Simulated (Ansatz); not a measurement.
Process, species as SMILES: OCl (OH-Cl) → [O]Cl (O-Cl) + H atom
B3LYP-D3(BJ)/def2-TZVP geometries, fixed; electronic energies without zero-point terms.

Energies in hartree at MP2 with Ansatz (an electronic-structure program); the bond dissociation energy is their sum with the coefficients shown, times 627.509 kcal/mol a hartree. All functions are spherical. Cores are frozen. Open shells are unrestricted. No added dispersion term, no relativity.

| species | coefficient | part | cc-pV(D+d)Z | cc-pV(T+d)Z | cc-pV(Q+d)Z |
|---|---|---|---|---|---|
| OCl (OH-Cl) | -1 | Hartree-Fock | -534.87542 | -534.92059 | -534.93096 |
| OCl (OH-Cl) | -1 | correlation | -0.33193 | -0.43904 | -0.47831 |
| [O]Cl (O-Cl) | +1 | Hartree-Fock | -534.26039 | -534.30577 | -534.31608 |
| [O]Cl (O-Cl) | +1 | correlation | -0.28583 | -0.38451 | -0.42111 |
| H atom | +1 | Hartree-Fock | -0.49928 | -0.49981 | -0.49995 |

Predict the bond dissociation energy in cc-pV(5+d)Z (X = 5): let each Hartree-Fock step shrink by the ratio of the last two, and fit each correlation energy at X = 3 and 4 to E + A/X^3. Compare with the run.


- OCl (OH-Cl): steps -0.04517 and -0.01037, ratio 0.230, so Hartree-Fock -534.93335 (run: -534.93342); A = (-0.43904 - (-0.47831))/(1/27 - 1/64) = 1.8340, correlation -0.47831 - A/64 + A/125 = -0.49229 (run: -0.49472).
- [O]Cl (O-Cl): steps -0.04538 and -0.01031, ratio 0.227, so Hartree-Fock -534.31842 (run: -534.31853); A = (-0.38451 - (-0.42111))/(1/27 - 1/64) = 1.7093, correlation -0.42111 - A/64 + A/125 = -0.43414 (run: -0.43664).
- H atom: steps -0.00053 and -0.00014, ratio 0.264, so Hartree-Fock -0.49999 (run: -0.49999).
Predicted 108.62 kcal/mol; the run in cc-pV(5+d)Z gives 108.55, a miss of 0.07. Keeping the value in cc-pV(Q+d)Z, 108.01, would miss by -0.53. All sums are of the energies as printed.
